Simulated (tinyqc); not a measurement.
Worked calculation (part 1 of 2): CIS and TDHF on RHF in the sto-3g basis, for H2O, spin multiplicity 1. Computed by tinyqc, a small Python program that keeps every step (integrals from PySCF). Settings: charge = 0, multiplicity = 1, basis = sto-3g, method = RHF, energy threshold = 1e-10, iteration cap = 70, orthogonalisation = canonical, start = Wolfsberg-Helmholz matrix, DIIS depth = 6, TDHF = 1. Command: `OMP_NUM_THREADS=1 python tinyqc.py 21486 21487 out.jsonl` (the two numbers bound the seeds that draw the settings). One thread of a shared host (Intel(R) Xeon(R) Processor @ 2.60GHz), about 0.07 s of CPU time with the checks. The early iterations of the SCF are left out here.

## One-electron integrals

Geometry (angstrom):

| atom | x | y | z |
|---|---|---|---|
| O | 0.000000 | 0.000000 | 0.000000 |
| H | 0.000000 | 0.773000 | 0.546000 |
| H | 0.000000 | -0.808000 | 0.571000 |

Basis sto-3g: exponents (1/bohr^2) and contraction coefficients of normalised primitives:

| element | l (shell) | exponent | coefficient |
|---|---|---|---|
| O | s (1) | 130.709320 | 0.154329 |
| O | s (1) | 23.808861 | 0.535328 |
| O | s (1) | 6.443608 | 0.444635 |
| O | s (2) | 5.033151 | -0.099967 |
| O | s (2) | 1.169596 | 0.399513 |
| O | s (2) | 0.380389 | 0.700115 |
| O | p (3) | 5.033151 | 0.155916 |
| O | p (3) | 1.169596 | 0.607684 |
| O | p (3) | 0.380389 | 0.391957 |
| H | s (1) | 3.425251 | 0.154329 |
| H | s (1) | 0.623914 | 0.535328 |
| H | s (1) | 0.168855 | 0.444635 |

Overlap, kinetic and nuclear-attraction integrals over the contracted functions; the nuclear repulsion is the sum of Za Zb / Rab.

nuclear repulsion = 9.08670733 hartree

overlap S:
```
           1O 1s     1O 2s    1O 2px     1O 2py    1O 2pz     2H 1s      3H 1s
1O 1s   1.000000  0.236704  0.000000   0.000000  0.000000  0.055380   0.049999
1O 2s   0.236704  1.000000  0.000000   0.000000  0.000000  0.481930   0.453918
1O 2px  0.000000  0.000000  1.000000   0.000000  0.000000  0.000000   0.000000
1O 2py  0.000000  0.000000  0.000000   1.000000  0.000000  0.324418  -0.312000
1O 2pz  0.000000  0.000000  0.000000   0.000000  1.000000  0.229149   0.220485
2H 1s   0.055380  0.481930  0.000000   0.324418  0.229149  1.000000   0.228300
3H 1s   0.049999  0.453918  0.000000  -0.312000  0.220485  0.228300   1.000000
```

kinetic energy T (hartree):
```
            1O 1s      1O 2s    1O 2px     1O 2py    1O 2pz      2H 1s      3H 1s
1O 1s   29.003200  -0.168011  0.000000   0.000000  0.000000  -0.001726  -0.004547
1O 2s   -0.168011   0.808128  0.000000   0.000000  0.000000   0.133875   0.113694
1O 2px   0.000000   0.000000  2.528731   0.000000  0.000000   0.000000   0.000000
1O 2py   0.000000   0.000000  0.000000   2.528731  0.000000   0.239053  -0.212403
1O 2pz   0.000000   0.000000  0.000000   0.000000  2.528731   0.168852   0.150102
2H 1s   -0.001726   0.133875  0.000000   0.239053  0.168852   0.760032   0.003607
3H 1s   -0.004547   0.113694  0.000000  -0.212403  0.150102   0.003607   0.760032
```

nuclear attraction V (hartree):
```
             1O 1s       1O 2s     1O 2px      1O 2py      1O 2pz      2H 1s      3H 1s
1O 1s   -61.712460   -7.442035   0.000000   -0.001105   -0.017547  -1.792501  -1.615608
1O 2s    -7.442035  -10.132227   0.000000   -0.010816   -0.207055  -3.933743  -3.654275
1O 2px    0.000000    0.000000  -9.977596    0.000000    0.000000   0.000000   0.000000
1O 2py   -0.001105   -0.010816   0.000000  -10.140456   -0.005745  -2.361982   2.228124
1O 2pz   -0.017547   -0.207055   0.000000   -0.005745  -10.058887  -1.732657  -1.637598
2H 1s    -1.792501   -3.933743   0.000000   -2.361982   -1.732657  -5.863897  -1.467336
3H 1s    -1.615608   -3.654275   0.000000    2.228124   -1.637598  -1.467336  -5.702031
```

core Hamiltonian H = T + V (hartree):
```
             1O 1s      1O 2s     1O 2px     1O 2py     1O 2pz      2H 1s      3H 1s
1O 1s   -32.709260  -7.610046   0.000000  -0.001105  -0.017547  -1.794227  -1.620155
1O 2s    -7.610046  -9.324099   0.000000  -0.010816  -0.207055  -3.799869  -3.540581
1O 2px    0.000000   0.000000  -7.448865   0.000000   0.000000   0.000000   0.000000
1O 2py   -0.001105  -0.010816   0.000000  -7.611725  -0.005745  -2.122929   2.015720
1O 2pz   -0.017547  -0.207055   0.000000  -0.005745  -7.530156  -1.563804  -1.487496
2H 1s    -1.794227  -3.799869   0.000000  -2.122929  -1.563804  -5.103866  -1.463729
3H 1s    -1.620155  -3.540581   0.000000   2.015720  -1.487496  -1.463729  -4.941999
```

## Two-electron integrals

Functions are numbered as in S; the eight-fold symmetry (ij|kl) = (ji|kl) = (kl|ij) leaves the list below.

Two-electron integrals (ij|kl) in chemists' order, unique and non-zero (hartree):
```
(11|11) 4.785065    (21|11) 0.741380    (21|21) 0.136873    (22|11) 1.118947
(22|21) 0.256633    (22|22) 0.817206    (31|31) 0.024477    (32|31) 0.037809
(32|32) 0.180518    (33|11) 1.115814    (33|21) 0.256684    (33|22) 0.817023
(33|33) 0.880159    (41|41) 0.024477    (42|41) 0.037809    (42|42) 0.180518
(43|43) 0.047444    (44|11) 1.115814    (44|21) 0.256684    (44|22) 0.817023
(44|33) 0.785270    (44|44) 0.880159    (51|51) 0.024477    (52|51) 0.037809
(52|52) 0.180518    (53|53) 0.047444    (54|54) 0.047444    (55|11) 1.115814
(55|21) 0.256684    (55|22) 0.817023    (55|33) 0.785270    (55|44) 0.785270
(55|55) 0.880159    (61|11) 0.176317    (61|21) 0.032259    (61|22) 0.060034
(61|33) 0.059921    (61|41) 0.001210    (61|42) 0.002257    (61|44) 0.060152
(61|51) 0.000855    (61|52) 0.001594    (61|54) 0.000164    (61|55) 0.060036
(61|61) 0.007701    (62|11) 0.411222    (62|21) 0.095419    (62|22) 0.334340
(62|33) 0.328815    (62|41) 0.005820    (62|42) 0.043690    (62|44) 0.339666
(62|51) 0.004111    (62|52) 0.030860    (62|54) 0.007665    (62|55) 0.334229
(62|61) 0.022892    (62|62) 0.166633    (63|31) 0.010196    (63|32) 0.058578
(63|43) 0.009174    (63|53) 0.006480    (63|63) 0.024298    (64|11) 0.235607
(64|21) 0.055400    (64|22) 0.207345    (64|33) 0.197849    (64|41) 0.013173
(64|42) 0.084395    (64|44) 0.222809    (64|51) 0.002103    (64|52) 0.018236
(64|54) 0.011151    (64|55) 0.201148    (64|61) 0.013903    (64|62) 0.125523
(64|64) 0.117813    (65|11) 0.166419    (65|21) 0.039131    (65|22) 0.146456
(65|33) 0.139749    (65|41) 0.002103    (65|42) 0.018236    (65|44) 0.144420
(65|51) 0.011682    (65|52) 0.071459    (65|54) 0.012473    (65|55) 0.155038
(65|61) 0.009820    (65|62) 0.088662    (65|64) 0.066053    (65|65) 0.070954
(66|11) 0.537154    (66|21) 0.126665    (66|22) 0.507183    (66|33) 0.486510
(66|41) 0.010388    (66|42) 0.105956    (66|44) 0.527475    (66|51) 0.007337
(66|52) 0.074841    (66|54) 0.028935    (66|55) 0.506948    (66|61) 0.030691
(66|62) 0.312233    (66|64) 0.268751    (66|65) 0.189829    (66|66) 0.774606
(71|11) 0.158983    (71|21) 0.029099    (71|22) 0.054193    (71|33) 0.054089
(71|41) -0.001096   (71|42) -0.002049   (71|44) 0.054301    (71|51) 0.000775
(71|52) 0.001448    (71|54) -0.000150   (71|55) 0.054195    (71|61) 0.006832
(71|62) 0.019980    (71|64) 0.011049    (71|65) 0.008579    (71|66) 0.026436
(71|71) 0.006267    (72|11) 0.381708    (72|21) 0.088621    (72|22) 0.311850
(72|33) 0.306595    (72|41) -0.005426   (72|42) -0.041227   (72|44) 0.316913
(72|51) 0.003835    (72|52) 0.029134    (72|54) -0.007292   (72|55) 0.311748
(72|61) 0.020555    (72|62) 0.126233    (72|64) 0.065253    (72|65) 0.065439
(72|66) 0.195104    (72|71) 0.019199    (72|72) 0.146590    (73|31) 0.009334
(73|32) 0.054113    (73|43) -0.008594   (73|53) 0.006074    (73|63) 0.017637
(73|73) 0.021040    (74|11) -0.222715   (74|21) -0.052383   (74|22) -0.196847
(74|33) -0.187889   (74|41) 0.012149    (74|42) 0.078800    (74|44) -0.211392
(74|51) -0.001989   (74|52) -0.017446   (74|54) 0.010536    (74|55) -0.191042
(74|61) -0.011594   (74|62) -0.066962   (74|64) -0.017464   (74|65) -0.033896
(74|66) -0.091506   (74|71) -0.011857   (74|72) -0.112392   (74|74) 0.106231
(75|11) 0.157389    (75|21) 0.037018    (75|22) 0.139109    (75|33) 0.132778
(75|41) -0.001989   (75|42) -0.017446   (75|44) 0.137240    (75|51) 0.010739
(75|52) 0.066442    (75|54) -0.011748   (75|55) 0.147153    (75|61) 0.008975
(75|62) 0.066260    (75|64) 0.033498    (75|65) 0.051457    (75|66) 0.112210
(75|71) 0.008379    (75|72) 0.079426    (75|74) -0.060203   (75|75) 0.063585
(76|11) 0.146770    (76|21) 0.034346    (76|22) 0.129883    (76|33) 0.127057
(76|41) -0.000032   (76|42) -0.000371   (76|44) 0.129814    (76|51) 0.002380
(76|52) 0.020976    (76|54) -0.000097   (76|55) 0.132640    (76|61) 0.008142
(76|62) 0.063100    (76|64) 0.040818    (76|65) 0.037812    (76|66) 0.119640
(76|71) 0.007355    (76|72) 0.059637    (76|74) -0.039680   (76|75) 0.036264
(76|76) 0.029066    (77|11) 0.517071    (77|21) 0.122001    (77|22) 0.491831
(77|33) 0.471873    (77|41) -0.009793   (77|42) -0.102116   (77|44) 0.511398
(77|51) 0.006920    (77|52) 0.072164    (77|54) -0.027932   (77|55) 0.491612
(77|61) 0.028212    (77|62) 0.203076    (77|64) 0.092784    (77|65) 0.115266
(77|66) 0.329637    (77|71) 0.026676    (77|72) 0.289271    (77|74) -0.253259
(77|75) 0.178974    (77|76) 0.119640    (77|77) 0.774606
```

## Orthogonalisation

S = U s U^T; canonical form X = U s^(-1/2), so that X^T S X = 1. Each column of U has its largest component positive (the first on a tie).

eigenvalues of S: 0.346858  0.424603  0.889936  1.000000  1.087926  1.349804  1.900873

X:
```
                1          2          3         4          5          6         7
1O 1s   -0.302494   0.068704   0.757818  0.000000  -0.612605  -0.003852  0.157034
1O 2s    1.164129  -0.208445  -0.281830  0.000000  -0.284621  -0.008264  0.430678
1O 2px   0.000000   0.000000   0.000000  1.000000   0.000000   0.000000  0.000000
1O 2py   0.201467   0.924581  -0.001569  0.000000   0.007296   0.679161  0.012121
1O 2pz   0.505230  -0.093558   0.647772  0.000000   0.655692  -0.007839  0.187046
2H 1s   -0.922705  -0.702699  -0.155263  0.000000   0.126755   0.360261  0.384418
3H 1s   -0.537677   0.974466  -0.161996  0.000000   0.129744  -0.386854  0.364719
```

## Iteration 8 (converged): orbitals

converged F (hartree):
```
             1O 1s      1O 2s     1O 2px     1O 2py     1O 2pz      2H 1s      3H 1s
1O 1s   -20.226642  -5.161800   0.000000  -0.001027  -0.028803  -1.225633  -1.107604
1O 2s    -5.161800  -2.438026   0.000000  -0.012241  -0.116452  -1.039332  -0.968702
1O 2px    0.000000   0.000000  -0.386517   0.000000   0.000000   0.000000   0.000000
1O 2py   -0.001027  -0.012241   0.000000  -0.315441  -0.011430  -0.410867   0.395982
1O 2pz   -0.028803  -0.116452   0.000000  -0.011430  -0.339779  -0.350907  -0.340102
2H 1s    -1.225633  -1.039332   0.000000  -0.410867  -0.350907  -0.588896  -0.360214
3H 1s    -1.107604  -0.968702   0.000000   0.395982  -0.340102  -0.360214  -0.531962
```

Diagonalise F' = X^T F X, C = X C', fill 5 alpha and 5 beta electrons from the bottom; D = 2 C_occ C_occ^T. Each column has its largest component positive (the first on a tie).

F' = X^T F X (hartree):
```
           1          2          3          4          5          6          7
1   0.212249   0.147981   1.572676   0.000000  -1.100864   0.019068   0.150184
2   0.147981   0.695980  -0.430297   0.000000   0.331943   0.110657  -0.076410
3   1.572676  -0.430297  -9.256370   0.000000   8.893152   0.067198  -3.935602
4   0.000000   0.000000   0.000000  -0.386517   0.000000   0.000000   0.000000
5  -1.100864   0.331943   8.893152   0.000000  -9.301355  -0.073836   4.086684
6   0.019068   0.110657   0.067198   0.000000  -0.073836  -0.610828   0.027138
7   0.150184  -0.076410  -3.935602   0.000000   4.086684   0.027138  -2.961069
```

orbital energies (hartree): MO1 -20.235453, MO2 -1.257365, MO3 -0.619691, MO4 -0.439392, MO5 -0.386517, MO6 0.582035, MO7 0.748472

coefficients C:
```
              MO1        MO2        MO3        MO4       MO5        MO6        MO7
1O 1s    0.994142  -0.233506   0.006732   0.099297  0.000000   0.131371  -0.021537
1O 2s    0.026418   0.837812  -0.036576  -0.517592  0.000000  -0.864381   0.160046
1O 2px   0.000000   0.000000   0.000000   0.000000  1.000000   0.000000   0.000000
1O 2py   0.000312   0.012036   0.599282  -0.011693  0.000000   0.130631   0.990160
1O 2pz   0.004086   0.120911   0.018242   0.789924  0.000000  -0.705967   0.106109
2H 1s   -0.006176   0.167240   0.442412   0.263285  0.000000   0.686229  -0.948127
3H 1s   -0.005606   0.150615  -0.442822   0.289267  0.000000   0.883427   0.693907
```

D after iteration 8:
```
            1O 1s      1O 2s    1O 2px     1O 2py     1O 2pz      2H 1s      3H 1s
1O 1s    2.105496  -0.442026  0.000000   0.000746   0.108776  -0.032140  -0.030001
1O 2s   -0.442026   1.943733  0.000000  -0.011549  -0.616233  -0.025005  -0.014974
1O 2px   0.000000   0.000000  2.000000   0.000000   0.000000   0.000000   0.000000
1O 2py   0.000746  -0.011549  0.000000   0.718841   0.006305   0.528124  -0.533893
1O 2pz   0.108776  -0.616233  0.000000   0.006305   1.277898   0.472483   0.477219
2H 1s   -0.032140  -0.025005  0.000000   0.528124   0.472483   0.586109  -0.189053
3H 1s   -0.030001  -0.014974  0.000000  -0.533893   0.477219  -0.189053   0.604966
```

## Convergence

Stop when the energy changes by less than 1e-10 hartree and every element of the error matrix X^T (F D S - S D F) X is below 3e-06.

Course of the cycle:

| iteration | E (hartree) | change | largest element of the error matrix |
|---|---|---|---|
| 1 | -74.66665149 | - | 6.57e-01 |
| 2 | -74.94047038 | -2.74e-01 | 1.51e-01 |
| 3 | -74.95878852 | -1.83e-02 | 3.41e-02 |
| 4 | -74.96012045 | -1.33e-03 | 5.68e-03 |
| 5 | -74.96018464 | -6.42e-05 | 4.71e-04 |
| 6 | -74.96018501 | -3.66e-07 | 1.87e-05 |
| 7 | -74.96018501 | -6.84e-10 | 4.95e-06 |
| 8 | -74.96018501 | -5.37e-11 | 4.28e-07 |

PySCF RHF in the same basis = -74.96018501 hartree

Converged in 8 iterations.

## Integrals over molecular orbitals

(pq|rs) = sum C_ip C_jq C_kr C_ls (ij|kl), one index at a time.

one-electron integrals over orbitals h = C^T H C (hartree):
```
            1          2          3          4          5          6          7
1  -32.691611   0.560162  -0.016082  -0.225063   0.000000  -0.303463   0.049587
2    0.560162  -7.654706   0.008959   0.430861   0.000000   1.348616  -0.236681
3   -0.016082   0.008959  -6.329801  -0.056044   0.000000  -0.264900  -1.710635
4   -0.225063   0.430861  -0.056044  -6.983492   0.000000   1.071034  -0.093133
5    0.000000   0.000000   0.000000   0.000000  -7.448865   0.000000   0.000000
6   -0.303463   1.348616  -0.264900   1.071034   0.000000  -5.295842  -0.045019
7    0.049587  -0.236681  -1.710635  -0.093133   0.000000  -0.045019  -5.608746
```

Two-electron integrals over orbitals (pq|rs), unique and non-zero (hartree):
```
(11|11) 4.744583    (21|11) -0.417966   (21|21) 0.058466    (22|11) 1.005497
(22|21) -0.013303   (22|22) 0.725733    (31|11) 0.012169    (31|21) -0.001391
(31|22) 0.001431    (31|31) 0.010815    (32|11) -0.004447   (32|21) 0.000768
(32|22) 0.006677    (32|31) 0.017508    (32|32) 0.143915    (33|11) 0.793736
(33|21) -0.004457   (33|22) 0.640352    (33|31) -0.000535   (33|32) -0.003579
(33|33) 0.628537    (41|11) 0.176598    (41|21) -0.021768   (41|22) 0.015314
(41|31) 0.000932    (41|32) 0.000108    (41|33) 0.006164    (41|41) 0.027428
(42|11) -0.125956   (42|21) 0.008870    (42|22) 0.001464    (42|31) 3.34e-06
(42|32) 0.000984    (42|33) 0.006687    (42|41) 0.019736    (42|42) 0.125425
(43|11) 0.012978    (43|21) -0.000521   (43|22) 0.004821    (43|31) -0.003097
(43|32) 0.021318    (43|33) 0.002056    (43|41) -0.000733   (43|42) -0.005445
(43|43) 0.047096    (44|11) 1.002594    (44|21) -0.013345   (44|22) 0.678565
(44|31) 0.000009    (44|32) -0.004422   (44|33) 0.596546    (44|41) -0.011466
(44|42) -0.104458   (44|43) 0.007517    (44|44) 0.783799    (51|51) 0.026042
(52|51) 0.032555    (52|52) 0.145107    (53|51) -0.000928   (53|52) -0.003115
(53|53) 0.028545    (54|51) -0.012923   (54|52) -0.045278   (54|53) 0.001847
(54|54) 0.054831    (55|11) 1.115337    (55|21) -0.011746   (55|22) 0.747846
(55|31) 0.000338    (55|32) -0.002135   (55|33) 0.625338    (55|41) 0.004912
(55|42) -0.067529   (55|43) 0.007318    (55|44) 0.729835    (55|55) 0.880159
(61|11) 0.236161    (61|21) -0.035309   (61|22) 0.001726    (61|31) 0.002711
(61|32) 0.002623    (61|33) -0.000069   (61|41) 0.000288    (61|42) -0.019849
(61|43) 0.000262    (61|44) 0.018368    (61|55) 0.006200    (61|61) 0.030342
(62|11) -0.301418   (62|21) 0.006800    (62|22) -0.138666   (62|31) 0.001438
(62|32) 0.008516    (62|33) -0.072055   (62|41) -0.018235   (62|42) -0.022617
(62|43) -0.004761   (62|44) -0.088359   (62|55) -0.155546   (62|61) 0.006456
(62|62) 0.099186    (63|11) 0.054507    (63|21) -0.001135   (63|22) 0.025142
(63|31) -0.002889   (63|32) 0.042484    (63|33) 0.014094    (63|41) 0.000284
(63|42) -0.009752   (63|43) 0.030259    (63|44) 0.021666    (63|55) 0.029937
(63|61) 0.000257    (63|62) -0.015008   (63|63) 0.076478    (64|11) -0.216892
(64|21) 0.002086    (64|22) -0.097321   (64|31) -0.001317   (64|32) -0.010267
(64|33) -0.042009   (64|41) -0.003104   (64|42) 0.026809    (64|43) -0.004187
(64|44) -0.118651   (64|55) -0.115390   (64|61) 0.000086    (64|62) 0.060688
(64|63) -0.019601   (64|64) 0.068385    (65|51) -0.015661   (65|52) -0.058788
(65|53) 0.004659    (65|54) 0.001228    (65|65) 0.038089    (66|11) 0.790713
(66|21) -0.007042   (66|22) 0.605461    (66|31) -0.001897   (66|32) -0.025506
(66|33) 0.568374    (66|41) 0.020529    (66|42) 0.057993    (66|43) -0.013832
(66|44) 0.546915    (66|55) 0.583715    (66|61) -0.008032   (66|62) -0.091415
(66|63) -0.011024   (66|64) -0.041244   (66|66) 0.598553    (71|11) -0.039021
(71|21) 0.006130    (71|22) 0.000630    (71|31) 0.015040    (71|32) 0.023127
(71|33) -0.001131   (71|41) -0.000615   (71|42) 0.002373    (71|43) -0.004632
(71|44) -0.002602   (71|55) -0.000984   (71|61) -0.001793   (71|62) 0.001960
(71|63) -0.003723   (71|64) -0.001704   (71|66) -0.002487   (71|71) 0.022149
(72|11) 0.053960    (72|21) -0.001028   (72|22) 0.024605    (72|31) 0.013938
(72|32) 0.041491    (72|33) 0.009282    (72|41) 0.002282    (72|42) -0.000784
(72|43) -0.031744   (72|44) 0.018424    (72|55) 0.027135    (72|61) 0.002024
(72|62) -0.007223   (72|63) -0.032200   (72|64) -0.011947   (72|66) 0.015814
(72|71) 0.018514    (72|72) 0.064050    (73|11) 0.360575    (73|21) -0.007346
(73|22) 0.140737    (73|31) 0.000056    (73|32) -0.010782   (73|33) 0.090157
(73|41) -0.000755   (73|42) -0.072387   (73|43) 0.001762    (73|44) 0.160684
(73|55) 0.189381    (73|61) 0.006590    (73|62) -0.074687   (73|63) 0.011847
(73|64) -0.074560   (73|66) 0.041103    (73|71) -0.001124   (73|72) 0.017470
(73|73) 0.149430    (74|11) 0.019218    (74|21) -0.000256   (74|22) 0.005295
(74|31) -0.009133   (74|32) -0.074122   (74|33) 0.006614    (74|41) 0.000795
(74|42) 0.000382    (74|43) 0.002403    (74|44) 0.010989    (74|55) 0.009518
(74|61) -0.002122   (74|62) -0.010302   (74|63) -0.043283   (74|64) 0.003732
(74|66) 0.020336    (74|71) -0.012637   (74|72) -0.015738   (74|73) 0.013950
(74|74) 0.066091    (75|51) 0.002567    (75|52) 0.009800    (75|53) 0.023342
(75|54) -0.001217   (75|65) -0.002156   (75|75) 0.025126    (76|11) 0.007382
(76|21) -0.000427   (76|22) -0.003771   (76|31) -0.008948   (76|32) -0.096092
(76|33) 0.007020    (76|41) -0.002379   (76|42) -0.009387   (76|43) -0.046281
(76|44) 0.010279    (76|55) 0.003804    (76|61) 0.000166    (76|62) 0.002876
(76|63) -0.064045   (76|64) 0.010464    (76|66) 0.026463    (76|71) -0.012189
(76|72) 0.007613    (76|73) 0.017149    (76|74) 0.053890    (76|76) 0.110271
(77|11) 0.874321    (77|21) -0.009569   (77|22) 0.625698    (77|31) 0.003176
(77|32) 0.029373    (77|33) 0.607307    (77|41) 0.004275    (77|42) -0.014792
(77|43) 0.015168    (77|44) 0.608022    (77|55) 0.626683    (77|61) 0.005603
(77|62) -0.068416   (77|63) 0.033899    (77|64) -0.045820   (77|66) 0.555530
(77|71) 0.003046    (77|72) 0.010832    (77|73) 0.092991    (77|74) -0.013277
(77|76) -0.024911   (77|77) 0.627660
```
